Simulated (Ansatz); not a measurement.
# CH3F + H4Si: molecular dynamics, part 2 of 2

The plan is to follow the two partners and see whether they stay together, part or react. The start is relaxed first. Runs: 213 steps of 0.5 fs under a Nosé-Hoover thermostat at 1000 K; 266 steps of 0.5 fs under a Langevin thermostat at 700 K; 266 steps of 0.5 fs at constant energy, with velocities drawn for 200 K. SMILES of the start: [SiH4].CF.

Ansatz 0.2.0; RKS CAM-B3LYP-D4/STO-3G. Earlier steps stand in the parts before.

**11. Positions and forces**

Extended XYZ, with forces in eV/Å:

```xyz
10
time_fs=16.5 T=629 dE=0.5894
Si   -0.155   -0.029   -1.701   -1.560    0.479   -1.985
H    -0.211   -0.504   -3.052    0.272   -0.128   -0.240
H     1.171    0.031   -1.371    1.977   -0.094    0.823
H    -0.946   -0.994   -1.057   -0.439   -0.333    0.990
H    -0.690    1.289   -1.858   -0.248    0.114    0.539
C     0.174   -0.058    1.736   -2.167    1.411    2.980
F    -0.223    0.847    0.694    0.648   -1.816    0.408
H     1.208   -0.343    1.825    1.658    0.126   -1.071
H    -0.367   -1.063    1.869   -0.105    1.577   -0.905
H     0.011    0.551    2.724   -0.035   -1.337   -1.539
10
time_fs=33.0 T=649 dE=0.4851
Si   -0.160   -0.012   -1.808    1.797    0.101   -2.941
H     0.023   -0.513   -3.227   -0.444    0.672    1.617
H     1.124   -0.157   -1.216    0.294    0.119    0.292
H    -1.119   -0.723   -1.183   -1.767   -2.027    1.256
H    -0.706    1.281   -1.795    0.159    1.099   -0.263
C     0.196   -0.025    1.695    0.468   -1.127    2.324
F    -0.219    0.780    0.709   -1.491    2.487   -2.658
H     1.292   -0.151    1.562    0.101   -0.834    0.479
H    -0.393   -0.978    1.655    0.702   -0.162    0.235
H     0.012    0.445    2.704    0.180   -0.327   -0.343
10
time_fs=50.0 T=436 dE=0.7111
Si   -0.101   -0.043   -1.868    0.997    0.514   -2.836
H     0.039   -0.486   -3.321    0.105    0.554    1.906
H     1.056   -0.230   -1.087    1.139    0.195   -0.184
H    -0.951   -0.909   -1.273   -2.135   -1.555    0.975
H    -0.602    1.292   -1.882    0.003    0.253    0.059
C     0.237    0.005    1.748   -1.118    0.610   -4.432
F    -0.159    0.936    0.608    1.230   -2.464    2.581
H     1.331   -0.167    1.800    0.009    0.592    0.009
H    -0.205   -1.031    1.554    0.038    1.392    0.492
H    -0.156    0.515    2.611   -0.268   -0.091    1.429
10
time_fs=66.5 T=908 dE=0.5125
Si   -0.065   -0.025   -1.911    0.309    0.956   -2.554
H     0.459   -0.378   -3.252   -0.644   -0.542    1.030
H     1.065    0.151   -1.116    1.044   -0.003    0.584
H    -1.038   -0.843   -1.305   -0.373   -0.861    0.094
H    -0.681    1.228   -2.227   -0.091    0.266    0.437
C     0.222    0.094    1.672    3.054   -1.933    0.307
F    -0.019    0.878    0.590   -1.537    1.786   -1.144
H     1.342    0.149    1.840   -0.753    0.002    0.727
H     0.063   -0.971    1.437   -0.416   -0.464   -0.151
H    -0.316    0.286    2.595   -0.592    0.794    0.670
10
time_fs=83.0 T=1010 dE=0.5443
Si    0.004    0.035   -2.001   -0.065   -0.518   -0.086
H     0.352   -0.670   -3.228   -0.706    0.545   -0.018
H     1.353    0.201   -1.494   -0.544    0.069    0.468
H    -0.898   -0.889   -1.278    0.872    0.708   -0.190
H    -0.684    1.327   -2.166    0.535   -0.829   -0.156
C     0.398    0.118    1.623   -0.735    3.377    2.113
F     0.094    0.965    0.555    0.516   -0.151   -0.595
H     1.415    0.036    1.970    1.807    0.797   -0.348
H     0.152   -0.877    1.496   -1.678   -3.393   -0.949
H    -0.143    0.531    2.516   -0.002   -0.606   -0.239
10
time_fs=100.0 T=774 dE=0.3559
Si    0.077    0.086   -2.019   -1.147   -1.166    0.767
H     0.105   -0.507   -3.315    0.377   -0.565   -0.110
H     1.322    0.274   -1.397    1.031   -0.123   -0.089
H    -0.782   -0.674   -1.099    0.453    0.277   -0.741
H    -0.501    1.317   -2.288   -0.629    1.459    0.041
C     0.511    0.279    1.615   -1.682    1.646   -1.838
F     0.230    1.156    0.478   -0.248   -1.084    1.923
H     1.570    0.286    1.703    1.940   -0.132    0.780
H     0.194   -0.744    1.414   -0.299   -0.686   -0.382
H     0.012    0.581    2.564    0.204    0.374   -0.352
10
time_fs=116.5 T=806 dE=0.2192
Si    0.174    0.166   -2.019   -0.674   -0.089   -1.591
H     0.398   -0.355   -3.378   -0.284    0.021    0.851
H     1.432    0.169   -1.401    0.822   -0.121    0.547
H    -0.814   -0.633   -1.319    0.323    0.217   -0.142
H    -0.274    1.515   -2.243   -0.090   -0.048    0.304
C     0.699    0.414    1.563   -0.968   -0.619   -0.918
F     0.368    1.314    0.495    0.437   -0.882    1.358
H     1.760    0.352    1.812    0.952    0.072   -0.668
H     0.324   -0.630    1.352    0.378    0.720   -0.167
H     0.264    0.676    2.528   -0.896    0.728    0.426
10
time_fs=133.0 T=640 dE=0.6908
Si    0.204    0.260   -1.999    1.112   -2.394   -0.141
H     0.217   -0.272   -3.371   -0.018    0.431    0.728
H     1.481   -0.049   -1.374   -0.189    0.333   -0.530
H    -0.701   -0.555   -1.238   -0.430    0.331   -0.082
H    -0.059    1.623   -2.006   -0.417    1.314   -0.029
C     0.796    0.467    1.521    4.894   -0.341   -2.539
F     0.494    1.383    0.482   -1.295   -0.295    0.392
H     2.024    0.565    1.464   -3.147   -1.037    1.119
H     0.544   -0.635    1.214   -0.023    2.006    1.000
H     0.473    0.813    2.520   -0.487   -0.348    0.082
```

Reading of run 2. Against a set 700 K the second half averages 731 K with a spread of 119 K. No bond forms or breaks. The partners' closest contact goes from 2.58 to 2.54 Å: they stay in touch over this short run.

**12. Run 3**

266 steps of 0.5 fs at constant energy, with velocities drawn for 200 K, from the relaxed start. H is given a mass of 3.016 u.

File input.yaml:

```yaml
crystal:
  periodic: [false, false, false]
  atoms:
    - { symbol: Si, position_ang: [-0.112737, -0.048723, -1.739616] }
    - { symbol: H, position_ang: [-0.060789, -0.532403, -3.093578] }
    - { symbol: H, position_ang: [1.238109, 0.076172, -1.268148] }
    - { symbol: H, position_ang: [-0.838666, -1.012929, -0.960981] }
    - { symbol: H, position_ang: [-0.781086, 1.222081, -1.751428] }
    - { symbol: C, position_ang: [0.122063, 0.032323, 1.795931] }
    - { symbol: F, position_ang: [-0.236902, 0.89314, 0.745066] }
    - { symbol: H, position_ang: [1.215145, -0.166608, 1.788025] }
    - { symbol: H, position_ang: [-0.404695, -0.941698, 1.706334] }
    - { symbol: H, position_ang: [-0.140543, 0.478546, 2.778397] }
basis:
  gaussian: { orbitals: STO-3G }
hamiltonian:
  xc: cam_b3lyp
  dispersion: d4
md:
  timestep: 0.5
  n_steps: 266
  ensemble: nve
  temperature: 200.0
  initial_velocities: maxwell_boltzmann
  seed: 79577
  masses: [{ species: H, mass: 3.016 }]
```

The run is started by

```console
> ansatz run input.yaml --threads 1 --pin off --max-ram 2048MiB --backend cpu --events-out ev --progress --plain --runs-dir out
```

The log of the run, shortened:

```text
Warning: RAYON_NUM_THREADS=1 ignored (pool sized by the plan → 1); use --threads N
[...]
Functional definition: CAM-B3LYP
[...]
363 factors; integrals over basis functions are off by at most 9.4e-6 eV
161 factors; integrals over basis functions are off by at most 8.5e-7 eV
[...]
mean field -11598.47948280 eV, -426.2362592610 hartree, gradient 5.8e-5 eV, S^2 0.000000; 0 other end points of the search recorded, 0 dependent functions left out
[...]
md step    76: t =    38.00 fs  T =    81.1 K  F+E_penalty+E_count = -11598.45891141 eV  E_kin = 0.083866 eV  conserved = -11598.37504564 eV  (18 SCF iters)
md step    77: t =    38.50 fs  T =    83.6 K  F+E_penalty+E_count = -11598.46155499 eV  E_kin = 0.086492 eV  conserved = -11598.37506331 eV  (19 SCF iters)
md step    78: t =    39.00 fs  T =    83.3 K  F+E_penalty+E_count = -11598.46118895 eV  E_kin = 0.086147 eV  conserved = -11598.37504165 eV  (19 SCF iters)
```

**13. More of the same log: dynamics from the start**

Output, continued, shortened:

```text
md step    79: t =    39.50 fs  T =    80.4 K  F+E_penalty+E_count = -11598.45814880 eV  E_kin = 0.083164 eV  conserved = -11598.37498524 eV  (19 SCF iters)
[...]
md step   105: t =    52.50 fs  T =   137.1 K  F+E_penalty+E_count = -11598.51678553 eV  E_kin = 0.141776 eV  conserved = -11598.37500999 eV  (19 SCF iters)
[...]
md step   131: t =    65.50 fs  T =    62.7 K  F+E_penalty+E_count = -11598.43943581 eV  E_kin = 0.064797 eV  conserved = -11598.37463861 eV  (19 SCF iters)
[...]
md step   157: t =    78.50 fs  T =   123.8 K  F+E_penalty+E_count = -11598.50294574 eV  E_kin = 0.128005 eV  conserved = -11598.37494050 eV  (19 SCF iters)
[...]
md step   182: t =    91.00 fs  T =    85.1 K  F+E_penalty+E_count = -11598.46293724 eV  E_kin = 0.087952 eV  conserved = -11598.37498546 eV  (19 SCF iters)
md step   183: t =    91.50 fs  T =    92.5 K  F+E_penalty+E_count = -11598.47070373 eV  E_kin = 0.095661 eV  conserved = -11598.37504313 eV  (19 SCF iters)
```

**14. The output, continued: dynamics from the start**

Output, continued, shortened:

```text
md step   184: t =    92.00 fs  T =    97.4 K  F+E_penalty+E_count = -11598.47574468 eV  E_kin = 0.100679 eV  conserved = -11598.37506563 eV  (18 SCF iters)
[...]
md step   204: t =   102.00 fs  T =   133.3 K  F+E_penalty+E_count = -11598.51271502 eV  E_kin = 0.137800 eV  conserved = -11598.37491535 eV  (19 SCF iters)
[...]
Atom 6 at    -0.143151     0.943850     0.737005 Å, force     0.073619     0.089171    -0.460260 eV/Å
Atom 7 at     1.184230     0.083068     2.108885 Å, force    -1.117573    -0.101332    -0.310488 eV/Å
Atom 8 at    -0.079828    -1.038025     1.410885 Å, force     0.013562     0.324024     0.023765 eV/Å
Atom 9 at    -0.562639     0.234173     2.583971 Å, force    -0.422550    -0.061499     0.878626 eV/Å
Dipole moment:     0.029271    -0.074733     0.187911 e Å
```

Run time: 13 min. Hardware: 1 thread of AMD EPYC (Zen 3), shared host; peak memory 0.099 GiB.

**15. The trajectory**

The trajectory, every 20 steps (energies from step 0):

```tsv
time (fs)	T (K)	potential energy change (meV/atom)	total energy change (meV/atom)	closest contact of the partners (Å)
0.0	200	0.0	0.00	2.58
10.0	62	14.3	0.05	2.55
20.0	123	8.0	0.05	2.50
30.0	127	7.5	0.02	2.47
40.0	76	12.9	0.03	2.44
50.0	122	8.1	0.05	2.43
60.0	76	12.8	0.03	2.43
70.0	134	6.8	0.01	2.43
80.0	95	10.9	0.05	2.34
90.0	66	13.9	0.04	2.32
100.0	162	3.9	0.01	2.32
110.0	66	13.9	0.05	2.36
120.0	112	9.2	0.04	2.37
130.0	133	7.0	0.01	2.38
133.0	92	11.2	0.04	2.38
```

time (fs), T (K) and a bar:
```
      0.0        200 ##############################
      6.0        111 #############
     11.5         45 
     17.5        109 ############
     23.0        167 ########################
     29.0        121 ###############
     34.5         53 ##
     40.5         71 #####
     46.5        144 ###################
     52.0        134 #################
     58.0         58 ###
     63.5         64 ####
     69.5        136 ##################
     75.0        121 ###############
     81.0         86 ########
     86.5         70 #####
     92.5         99 ###########
     98.5        144 ###################
    104.0         94 #########
    110.0         66 ####
    115.5        105 ############
    121.5        135 ##################
    127.0        101 ###########
    133.0         92 #########
```

Maxima of the velocity power spectrum (cm⁻¹, relative height; resolution about 500 cm⁻¹): 690 (100), 1630 (13), 2190 (44).

**16. Snapshots as a file**

Positions (Å) and forces (eV/Å):

```xyz
10
time_fs=16.5 T=111 dE=0.0919
Si   -0.122   -0.056   -1.693   -0.197    1.211   -0.704
H    -0.075   -0.472   -3.056    0.217   -0.445   -0.254
H     1.208    0.170   -1.240    0.381   -0.334    0.172
H    -0.874   -1.026   -0.976   -0.144   -0.178    0.367
H    -0.740    1.242   -1.828   -0.206   -0.241    0.423
C     0.125    0.024    1.764   -0.818    0.229    0.683
F    -0.212    0.884    0.707    0.020   -0.110   -0.154
H     1.208   -0.144    1.830    0.514    0.000   -0.058
H    -0.368   -0.970    1.663    0.019    0.161   -0.091
H    -0.218    0.478    2.735    0.215   -0.293   -0.384
10
time_fs=33.0 T=82 dE=0.1220
Si   -0.129   -0.022   -1.688   -0.123   -0.082    0.444
H     0.018   -0.607   -2.993   -0.278    0.303   -0.213
H     1.210    0.035   -1.180    0.096    0.314   -0.027
H    -0.856   -0.967   -0.905   -0.167   -0.294    0.026
H    -0.878    1.227   -1.664    0.510   -0.337   -0.407
C     0.120    0.027    1.751   -1.401    0.309    0.548
F    -0.187    0.865    0.663   -0.089    0.266    0.328
H     1.197   -0.089    1.839    0.948   -0.207    0.152
H    -0.346   -0.971    1.579    0.162    0.032    0.186
H    -0.278    0.440    2.737    0.342   -0.305   -1.037
10
time_fs=50.0 T=122 dE=0.0815
Si   -0.130   -0.030   -1.651   -0.080    0.056   -0.246
H    -0.067   -0.534   -3.011    0.046    0.047    0.316
H     1.230    0.088   -1.169   -0.247   -0.008   -0.220
H    -0.875   -1.001   -0.884    0.102    0.134   -0.131
H    -0.827    1.239   -1.746    0.247   -0.296    0.136
C     0.124    0.012    1.715   -1.986    0.634    1.211
F    -0.177    0.875    0.648    0.082   -0.160   -0.118
H     1.186   -0.079    1.891    1.267    0.013    0.062
H    -0.287   -1.014    1.570   -0.021    0.220   -0.176
H    -0.357    0.448    2.657    0.589   -0.639   -0.835
10
time_fs=66.5 T=81 dE=0.1231
Si   -0.134   -0.043   -1.628    0.282   -0.038   -0.637
H    -0.131   -0.492   -3.002    0.117   -0.217    0.187
H     1.244    0.150   -1.252   -0.109   -0.402    0.068
H    -0.888   -1.033   -0.885    0.246    0.327   -0.001
H    -0.716    1.247   -1.748   -0.488    0.331    0.278
C     0.112    0.022    1.715   -1.662    0.184    0.812
F    -0.167    0.876    0.636   -0.118    0.262    0.051
H     1.181   -0.022    1.897    1.031   -0.129    0.216
H    -0.267   -0.997    1.476    0.140    0.001    0.183
H    -0.403    0.373    2.678    0.561   -0.318   -1.157
10
time_fs=83.0 T=94 dE=0.1102
Si   -0.130   -0.022   -1.653    0.297   -1.257    0.526
H    -0.128   -0.607   -2.962   -0.242    0.270   -0.280
H     1.252   -0.026   -1.273    0.103    0.334    0.061
H    -0.820   -0.962   -0.814   -0.078   -0.106   -0.129
H    -0.792    1.222   -1.579   -0.161    0.700   -0.460
C     0.107    0.013    1.704   -1.061    0.270    0.767
F    -0.170    0.896    0.641    0.144   -0.157    0.303
H     1.179   -0.005    1.941    0.493    0.050    0.053
H    -0.211   -1.027    1.465    0.013    0.174   -0.073
H    -0.455    0.339    2.636    0.492   -0.277   -0.767
10
time_fs=100.0 T=162 dE=0.0391
Si   -0.122   -0.044   -1.655   -0.314    0.015   -0.058
H    -0.256   -0.527   -3.001    0.247   -0.199   -0.060
H     1.265    0.000   -1.282    0.001    0.097   -0.146
H    -0.816   -0.976   -0.813   -0.086   -0.039   -0.050
H    -0.764    1.238   -1.702    0.097    0.105    0.183
C     0.100    0.015    1.710    0.096   -0.143    0.528
F    -0.164    0.911    0.671    0.008    0.208   -0.317
H     1.185    0.031    1.983   -0.287   -0.033   -0.038
H    -0.174   -1.025    1.418    0.054    0.139    0.061
H    -0.497    0.297    2.611    0.184   -0.150   -0.105
10
time_fs=116.5 T=106 dE=0.0973
Si   -0.137   -0.066   -1.667   -0.012    1.138   -0.729
H    -0.225   -0.544   -3.025    0.054   -0.125    0.107
H     1.262    0.089   -1.373   -0.036   -0.403    0.217
H    -0.866   -1.006   -0.859    0.097    0.138    0.143
H    -0.666    1.294   -1.734   -0.134   -0.693    0.214
C     0.091    0.020    1.740    1.180   -0.281   -0.368
F    -0.152    0.933    0.690   -0.059   -0.173    0.439
H     1.182    0.054    2.046   -0.800   -0.002   -0.233
H    -0.127   -1.016    1.391    0.010    0.127    0.139
H    -0.511    0.212    2.643   -0.299    0.274    0.071
10
time_fs=133.0 T=92 dE=0.1123
Si   -0.142   -0.051   -1.721   -0.072    0.122    0.407
H    -0.158   -0.655   -3.030   -0.236    0.321   -0.051
H     1.240   -0.056   -1.324   -0.026    0.289    0.007
H    -0.846   -0.929   -0.840   -0.154   -0.235   -0.024
H    -0.786    1.258   -1.644    0.438   -0.503   -0.453
C     0.101    0.013    1.749    1.503   -0.244   -0.018
F    -0.143    0.944    0.737    0.074    0.089   -0.460
H     1.184    0.083    2.109   -1.118   -0.101   -0.310
H    -0.080   -1.038    1.411    0.014    0.324    0.024
H    -0.563    0.234    2.584   -0.423   -0.061    0.879
```

On run 3: The temperature starts at 200 K and averages 105 K in the second half, where it ranges from 49 to 162 K. About half is expected from a start at a minimum: kinetic energy passes into potential energy until both shares match. The total energy strays from its start by at most 0.06 meV/atom, 0.5 % of the mean kinetic energy, so a step of 0.5 fs is short enough over this time. The bonding pattern survives the run. The partners' closest contact goes from 2.58 to 2.38 Å: they stay in touch over this short run.

**17. What came out**

What follows sums up all 2 parts.

| quantity | value |
| --- | --- |
| relaxation of the start | 9 moves, 0.225 eV lower |
| run 1: length | 213 steps of 0.5 fs |
| run 1: temperature, first and last step | 1000 and 552 K |
| run 1: temperature, second half | mean 520 K, from 332 to 723 K |
| run 1: potential energy, second half | +52 meV/atom from this run's first step |
| run 1: largest change of the conserved energy | 0.89 meV/atom |
| run 1: bonds formed or broken | 0 |
| run 2: length | 266 steps of 0.5 fs |
| run 2: temperature, first and last step | 630 and 640 K |
| run 2: temperature, second half | mean 731 K, from 484 to 1100 K |
| run 2: potential energy, second half | +48 meV/atom from this run's first step |
| run 2: bonds formed or broken | 0 |
| run 3: length | 266 steps of 0.5 fs |
| run 3: temperature, first and last step | 200 and 92 K |
| run 3: temperature, second half | mean 105 K, from 49 to 162 K |
| run 3: potential energy, second half | +10 meV/atom from this run's first step |
| run 3: largest change of the total energy | 0.06 meV/atom |
| run 3: bonds formed or broken | 0 |

What this shows: Mean temperatures of the second halves: 520 K, 731 K, 105 K. No bond formed or broke in any run. In the last run: the partners' closest contact goes from 2.58 to 2.38 Å: they stay in touch over this short run. 133 fs on 10 atoms is far too short and small for converged averages. The basis is very small, so the numbers are rough.
